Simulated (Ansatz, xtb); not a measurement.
## Relative energy of two conformers of H4NPSi+

We compare a, the doublet with the links of `[NH2+]=[SiH][PH]`, with b, the doublet with the links of `[NH2+]=[SiH][PH]`. Both are isolated ions in the gas phase, relaxed with BLYP-D3(BJ)/def2-SVP.

a (Å):

```
atom    x (Å)    y (Å)    z (Å)
   N   0.8870  -0.4117   0.2535
   P  -0.8771  -2.8577  -1.4559
  Si   0.8305  -1.4703  -1.0581
   H   0.1488  -0.3228   0.9641
   H   1.6783   0.2243   0.4296
   H   2.0383  -1.3791  -1.9169
   H  -1.5441  -2.3528  -0.2746
```

b (Å):

```csv
atom,x (Å),y (Å),z (Å)
N,0.8954,-0.0163,0.1415
P,-1.4354,-2.3327,-0.5540
Si,0.6132,-1.4570,-0.6870
H,0.1858,0.4781,0.6989
H,1.8033,0.4693,0.1457
H,1.8197,-1.9441,-1.4089
H,-0.9983,-3.4214,-1.4002
```

Energies in hartree; the thermal terms are from BLYP-D3(BJ)/def2-SVP harmonic frequencies (ideal gas, rigid rotor, one conformer each, 200 K, 1 atm) and include the zero-point energy:

|  | a | b |
| --- | --- | --- |
| E, CCSD(T)/def2-SVP | −686.362057 | −686.362840 |
| E, MP2/def2-SVP | −686.305995 | −686.306841 |
| E, MP2/def2-TZVPP | −686.686219 | −686.687262 |
| zero-point energy | 0.042139 | 0.042073 |
| H(200 K) − E | 0.045660 | 0.045608 |
| G(200 K) − E | 0.024435 | 0.024352 |

Question: Correct the CCSD(T) difference for the basis set by the MP2 change, then work out ΔE, ΔE₀, ΔH and ΔG for a → b in kJ/mol (1 Eh = 2625.50 kJ/mol) and the equilibrium ratio [b]/[a].

Answer: 1. Differences b − a: CCSD(T) −0.000783, MP2 in the small set −0.000846, MP2 in the large set −0.001043 Eh.
2. ΔE = −0.000783 + (−0.001043 − (−0.000846)) = −0.000980 Eh = −2.57 kJ/mol.
3. ΔE₀ = ΔE + ΔZPE = −0.000980 + (−0.000066) Eh = −2.75 kJ/mol.
4. ΔH = ΔE + (−0.000052) Eh = −2.71 kJ/mol.
5. ΔG = ΔE + (−0.000083) Eh = −2.79 kJ/mol, so ΔS = (ΔH − ΔG)/T = +0.4 J/(mol K).
6. kT = 0.6334 mEh, so K = [b]/[a] = exp(−ΔG/kT) = exp(+1.68) ≈ 5.4.

The two are too close for this level to say which is favoured. An error of 4 kJ/mol in ΔG would change K by a factor of 11. Mirror images and further conformers aren't counted.

Other levels gave ΔE = −3.0 (BLYP-D3(BJ)/def2-SVP); −1.6 (HF/def2-SVP); −2.2 (MP2/def2-SVP); −2.1 (CCSD(T)/def2-SVP) kJ/mol. Open shells are spin-unrestricted. The correlated steps freeze 11 core orbitals. Programs: Ansatz 0.2.0.
